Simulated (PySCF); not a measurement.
# SiH₄O: core binding energies at several levels of theory, part 2 of 2

PySCF 2.14.0. Atoms count from 0. The steps go on from the part before.

## Step 8: X-ray photoelectron lines: SCAN, X2C

What the job is given:

```
{"job": {"kind": "xps", "basis": "def2-TZVP"}, "charge": 0, "multiplicity": 1}
O      1.366451    -0.081325     0.520147
Si    -0.205299     0.132651     0.012406
H      2.047448    -0.059532    -0.157362
H     -0.642299    -0.947137    -0.928514
H     -0.394921     1.445709    -0.682470
H     -1.048795     0.093064     1.236899
```

Method: delta-SCF UKS SCAN, def2-TZVP on the ionised atom, pcseg-1 elsewhere, spin-free X2C.

Log:

```text
ground state, core basis on atom 0 (O), 69 functions
  cycle   1  E = -367.62047111  |g| = 8.08e-01
  cycle   2  E = -367.19919658  |g| = 1.66e+00
  cycle   3  E = -367.73149472  |g| = 9.18e-02
  cycle   4  E = -367.73373226  |g| = 1.81e-02
  cycle   5  E = -367.73381862  |g| = 2.58e-03
  cycle   6  E = -367.73381875  |g| = 9.92e-04
  cycle   7  E = -367.73381997  |g| = 1.65e-04
  E(ground) = -367.76430641 Eh
hole in O 1s of atom 0
  cycle   1  E = -347.12815071  |g| = 2.13e+00
  cycle   2  E = -346.89260744  |g| = 1.83e+00
  cycle   3  E = -347.86088444  |g| = 3.83e-01
  cycle   4  E = -347.90488622  |g| = 3.91e-02
  cycle   5  E = -347.90550183  |g| = 7.67e-03
  cycle   6  E = -347.90553195  |g| = 2.30e-03
  cycle   7  E = -347.90553502  |g| = 6.86e-04
  cycle   8  E = -347.90553490  |g| = 2.04e-04
  E(ion) = -347.93774464 Eh   <S^2> = 0.7607   hole on atom = 1.000   binding energy = 539.508 eV
ground state, core basis on atom 1 (Si), 71 functions
  cycle   1  E = -367.73491411  |g| = 8.98e-02
  cycle   2  E = -367.73246701  |g| = 1.42e-01
  cycle   3  E = -367.73609105  |g| = 1.72e-02
  cycle   4  E = -367.73613524  |g| = 1.61e-03
  cycle   5  E = -367.73613576  |g| = 4.84e-04
  E(ground) = -367.72813302 Eh
hole in Si 1s of atom 1
  cycle   1  E = -298.77208495  |g| = 2.95e+00
  cycle   2  E = -299.08994710  |g| = 1.56e+00
  cycle   3  E = -299.50579936  |g| = 6.24e-01
  cycle   4  E = -299.65960875  |g| = 2.73e-01
  cycle   5  E = -299.68605074  |g| = 6.36e-02
  cycle   6  E = -299.68821302  |g| = 5.12e-03
  cycle   7  E = -299.68822614  |g| = 1.66e-03
  cycle   8  E = -299.68822837  |g| = 3.82e-04
  E(ion) = -299.68855451 Eh   <S^2> = 0.7520   hole on atom = 1.000   binding energy = 1851.451 eV
hole in Si 2p of atom 1
  cycle   1  E = -363.44821473  |g| = 1.17e+00
  cycle   2  E = -363.46365381  |g| = 8.86e-01
  cycle   3  E = -363.69892667  |g| = 3.38e-01
  cycle   4  E = -363.74179152  |g| = 1.11e-01
  cycle   5  E = -363.74644158  |g| = 1.98e-02
  cycle   6  E = -363.74665054  |g| = 2.62e-03
  cycle   7  E = -363.74665364  |g| = 7.47e-04
  cycle   8  E = -363.74665500  |g| = 1.15e-04
  E(ion) = -363.75114620 Eh   <S^2> = 0.7512   hole on atom = 1.003   binding energy = 108.219 eV
  2p3/2 = 107.980 eV   2p1/2 = 108.592 eV
```

Wall time 4 s (1 thread of Arm Neoverse V1, shared host); peak memory 0.33 GiB.

The holes in one table. −ε is the ground-state orbital energy:

| hole | stands for | environment | ΔSCF (eV; 2p as the shell's mean) | −ε (eV) | ⟨S²⟩ |
| --- | --- | --- | --- | --- | --- |
| O1s on O0 | O0 | oxygen bonded to Si, H | 539.51 | 516.7 | 0.761 |
| Si1s on Si1 | Si1 | silicon bonded to O, 3 H | 1851.45 | 1794.8 | 0.752 |
| Si2p on Si1 | Si1 | silicon bonded to O, 3 H | 108.18 | 96.7 | 0.751 |

With the spin-orbit splitting: Si1 2p3/2 107.98, 2p1/2 108.59 eV. The table gives each 2p level as the mean over the whole 2p shell (two parts 2p3/2, one part 2p1/2), which differs a little from the single hole in the log.

## Step 9: Core-electron binding energies: SCAN, non-relativistic

Settings changed since step 8:

```diff
@@ -1,2 +1,2 @@
-{"job": {"kind": "xps", "basis": "def2-TZVP"}, "charge": 0, "multiplicity": 1}
+{"job": {"kind": "xps", "x2c": false}, "charge": 0, "multiplicity": 1}
 O      1.366451    -0.081325     0.520147
```

Level: delta-SCF UKS SCAN, pcX-2 on the ionised atom, pcseg-1 elsewhere, non-relativistic.

Log:

```text
ground state, core basis on atom 0 (O), 83 functions
  cycle   1  E = -367.02325227  |g| = 8.10e-01
  cycle   2  E = -366.61015270  |g| = 1.66e+00
  cycle   3  E = -367.13300210  |g| = 9.60e-02
  cycle   4  E = -367.13523114  |g| = 1.73e-02
  cycle   5  E = -367.13529566  |g| = 3.42e-03
  cycle   6  E = -367.13529796  |g| = 1.01e-03
  cycle   7  E = -367.13529770  |g| = 1.47e-04
  E(ground) = -367.16550310 Eh
hole in O 1s of atom 0
  cycle   1  E = -346.54304232  |g| = 2.21e+00
  cycle   2  E = -346.26862103  |g| = 2.09e+00
  cycle   3  E = -347.32060184  |g| = 3.20e-01
  cycle   4  E = -347.34565437  |g| = 3.32e-02
  cycle   5  E = -347.34603651  |g| = 1.15e-02
  cycle   6  E = -347.34609708  |g| = 2.15e-03
  cycle   7  E = -347.34610082  |g| = 8.63e-04
  cycle   8  E = -347.34610138  |g| = 1.94e-04
  E(ion) = -347.37759867 Eh   <S^2> = 0.7614   hole on atom = 1.000   binding energy = 538.456 eV
ground state, core basis on atom 1 (Si), 94 functions
  cycle   1  E = -367.14619436  |g| = 6.02e-02
  cycle   2  E = -367.14509164  |g| = 9.63e-02
  cycle   3  E = -367.14677127  |g| = 9.29e-03
  cycle   4  E = -367.14678714  |g| = 3.26e-03
  cycle   5  E = -367.14678811  |g| = 2.39e-04
  E(ground) = -367.13943505 Eh
hole in Si 1s of atom 1
  cycle   1  E = -298.37137484  |g| = 4.32e+00
  cycle   2  E = -298.70582421  |g| = 2.01e+00
  cycle   3  E = -299.16545619  |g| = 7.32e-01
  cycle   4  E = -299.33073715  |g| = 4.31e-01
  cycle   5  E = -299.39819606  |g| = 9.47e-02
  cycle   6  E = -299.40241848  |g| = 1.55e-02
  cycle   7  E = -299.40252775  |g| = 3.69e-03
  cycle   8  E = -299.40253486  |g| = 8.37e-04
  cycle   9  E = -299.40253505  |g| = 2.00e-04
  E(ion) = -299.40231866 Eh   <S^2> = 0.7523   hole on atom = 1.000   binding energy = 1843.221 eV
hole in Si 2p of atom 1
  cycle   1  E = -362.86351369  |g| = 1.22e+00
  cycle   2  E = -362.86851731  |g| = 9.80e-01
  cycle   3  E = -363.12552060  |g| = 3.21e-01
  cycle   4  E = -363.16126183  |g| = 1.29e-01
  cycle   5  E = -363.16716700  |g| = 2.51e-02
  cycle   6  E = -363.16747988  |g| = 3.93e-03
  cycle   7  E = -363.16748573  |g| = 1.03e-03
  cycle   8  E = -363.16748703  |g| = 1.72e-04
  E(ion) = -363.17133637 Eh   <S^2> = 0.7514   hole on atom = 1.003   binding energy = 107.977 eV
  2p3/2 = 107.740 eV   2p1/2 = 108.357 eV
```

It took 4.5 s on 1 thread of Arm Neoverse V1, shared host; peak memory 0.33 GiB.

The holes in one table. −ε is the ground-state orbital energy:

| hole | stands for | environment | ΔSCF (eV; 2p as the shell's mean) | −ε (eV) | ⟨S²⟩ |
| --- | --- | --- | --- | --- | --- |
| O1s on O0 | O0 | oxygen bonded to Si, H | 538.46 | 516.4 | 0.761 |
| Si1s on Si1 | Si1 | silicon bonded to O, 3 H | 1843.22 | 1789.7 | 0.752 |
| Si2p on Si1 | Si1 | silicon bonded to O, 3 H | 107.95 | 96.6 | 0.751 |

With the spin-orbit splitting: Si1 2p3/2 107.74, 2p1/2 108.36 eV. The table gives each 2p level as the mean over the whole 2p shell (two parts 2p3/2, one part 2p1/2), which differs a little from the single hole in the log.

## Step 10: Summary of results

What follows sums up all 2 parts.

```
                                           quantity           value
                   O1s binding energies, SCAN/pcX-2    O0 538.84 eV
                  Si1s binding energies, SCAN/pcX-2  Si1 1847.57 eV
                  Si2p binding energies, SCAN/pcX-2   Si1 107.90 eV
                  O1s binding energies, B3LYP/pcX-2    O0 538.65 eV
                 Si1s binding energies, B3LYP/pcX-2  Si1 1846.27 eV
                 Si2p binding energies, B3LYP/pcX-2   Si1 107.91 eV
                   O1s binding energies, PBE0/pcX-2    O0 538.11 eV
                  Si1s binding energies, PBE0/pcX-2  Si1 1845.37 eV
                  Si2p binding energies, PBE0/pcX-2   Si1 107.53 eV
                    O1s binding energies, PBE/pcX-2    O0 537.85 eV
                   Si1s binding energies, PBE/pcX-2  Si1 1844.20 eV
                   Si2p binding energies, PBE/pcX-2   Si1 107.20 eV
                     O1s binding energies, HF/pcX-2    O0 538.19 eV
                    Si1s binding energies, HF/pcX-2  Si1 1848.57 eV
                    Si2p binding energies, HF/pcX-2   Si1 107.41 eV
                   O1s binding energies, SCAN/pcX-1    O0 538.90 eV
                  Si1s binding energies, SCAN/pcX-1  Si1 1847.69 eV
                  Si2p binding energies, SCAN/pcX-1   Si1 108.13 eV
               O1s binding energies, SCAN/def2-TZVP    O0 539.51 eV
              Si1s binding energies, SCAN/def2-TZVP  Si1 1851.45 eV
              Si2p binding energies, SCAN/def2-TZVP   Si1 108.18 eV
 O1s binding energies, SCAN/pcX-2, non-relativistic    O0 538.46 eV
Si1s binding energies, SCAN/pcX-2, non-relativistic  Si1 1843.22 eV
Si2p binding energies, SCAN/pcX-2, non-relativistic   Si1 107.95 eV
```

Single values in the summary come from the first run of each kind that ended normally (SCAN/pcX-2), which need not be the best level.
